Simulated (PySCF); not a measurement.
Gas-phase reaction: 4 HSiNH₂ + NH₃ ⇌ 5 NH + 2 Si₂H₅

Energies from PySCF (xtb for GFN2), thermal terms from the rigid-rotor harmonic-oscillator model, ideal gas at 1 bar. † marks an energy on the PBE0/def2-TZVP geometry and frequencies; other levels use their own. MP2 and CCSD(T) freeze the core. Open shells (unrestricted): NH (multiplicity 3), Si₂H₅ (multiplicity 2); the rest are closed-shell singlets. GFN2 has no spin-polarisation term. HSiNH₂, Si₂H₅: computed as isolated molecules; such fragments, hydroxides, amides, oligomers or adducts are transient or little studied in the gas. MP2 isn't extrapolated to the basis-set limit; its ΔH°(298 K) is 1745.0 kJ in def2-SVP and 1883.9 kJ in def2-TZVPP. CCSD(T) isn't extrapolated to the basis-set limit; its ΔH°(298 K) is 1649.4 kJ in def2-SVP and 1755.8 kJ in def2-TZVPP. The harmonic model lacks anharmonicity and excited electronic states, which grow with temperature; levels with a mode under 35 cm⁻¹ are left out. Internal rotation in HSiNH₂, Si₂H₅ is treated as a harmonic vibration of one conformer, which makes the entropy rough.

```
level              ΔE electronic, kJ  ΔH°(298 K), kJ  ΔS°(298 K), J/K  ΔG°(600 K), kJ
-----------------  -----------------  --------------  ---------------  --------------
BLYP/def2-TZVP†                 1949            1831              316            1635
CCSD(T)/def2-SVP†               1767            1649              316            1453
GFN2-xTB                        2793            2692              303            2504
HF/def2-TZVP†                   1011             893              316             696
M06-2X/def2-TZVP†               1972            1854              316            1658
MP2/def2-SVP†                   1863            1745              316            1549
PBE/def2-SVP                    1981            1868              318            1671
PBE0/def2-QZVP†                 1883            1766              316            1569
PBE0/def2-TZVP                  1863            1745              316            1549
r2SCAN/def2-TZVP†               1807            1689              316            1493
LDA/def2-TZVP†                  2364            2247              316            2050
```
ΔH° is lowest at HF/def2-TZVP† and highest at GFN2-xTB. No reference value is set beside these.
